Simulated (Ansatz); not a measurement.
The reference is Nb in the bcc (W type) structure (space group Im-3m, No. 229).

```xyz
1
Lattice="-1.6236 1.6236 1.6236 1.6236 -1.6236 1.6236 1.6236 1.6236 -1.6236" Properties=species:S:1:pos:R:3 pbc="T T T"
Nb     0.0000     0.0000     0.0000
```

Level of theory: LDA (Ansatz, a quantum-chemistry and plane-wave program; PAW; 420 eV plane waves; no SOC).

```tsv
level	lattice parameter a
LDA	3.247 Å
```

Measured: lattice parameter a 3.294 Å (static lattice; corrected from measurement; as listed in Daniel Mejia-Rodriguez, S. B. Trickey, Phys. Rev. B (2018)).

Computed minus measured — lattice parameter a: LDA -1.4 %.

No phonon test of stability was made. The final runs are not spin-polarised.
